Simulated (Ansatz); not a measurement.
Input file:

```yaml
crystal:
  periodic: [false, false, false]
  atoms:
    - {symbol: O, position_ang: [0.000000, -0.101812, 1.041721]}
    - {symbol: P, position_ang: [0.000000, 0.028618, -0.587387]}
    - {symbol: H, position_ang: [0.000000, 0.736686, 1.514642]}
basis:
  gaussian: {orbitals: cc-pVTZ}
magnetization: {spin_polarized: true, initial_magnetization: 0}
hamiltonian: {xc: {name: B2PLYP}}
correlation: {electrons: outside_noble_gas}
```

```sh
$ ansatz run in.yaml --threads 1 --pin off --events-out ev --progress --plain --max-ram 4096MiB --backend cpu
```

The program prints:

```
460 factors; integrals over basis functions are off by at most 7.8e-4 eV
mean field evaluation 1: about -11340.6872 eV, gradient 2.7e1 eV
mean field evaluation 2: about -11340.7383 eV, gradient 2.7e1 eV
mean field evaluation 4: about -11343.0587 eV, gradient 2.4e0 eV
mean field evaluation 8: about -11343.0853 eV, gradient 7.4e-2 eV
mean field evaluation 16: about -11343.0854 eV, gradient 4.9e-5 eV
mean field evaluation 32: about -11340.6872 eV, gradient 2.7e1 eV
mean field -11343.88078644 eV, -416.8799297431 hartree, gradient 2.2e-6 eV, S^2 0.986390; 5 other end points of the search recorded, 0 dependent functions left out
6 core orbitals not correlated: weight in the atoms' cores, before any rotation towards them, 1.000 or more for the frozen orbitals, at most 0.000 for the correlated occupied ones
reference -11343.88089479 eV, -416.8799337251 hartree; 6, 6 occupied and 66, 66 virtual orbitals, 460 factors
second order -11.39911082 eV of doubles, -0.00000000 eV of singles
Total energy: -11346.95865472 eV, -416.9930393160 hartree
```

Ran on 1 thread of AMD EPYC 7R13, shared host: 6 s wall, 0.25 GiB peak host memory.
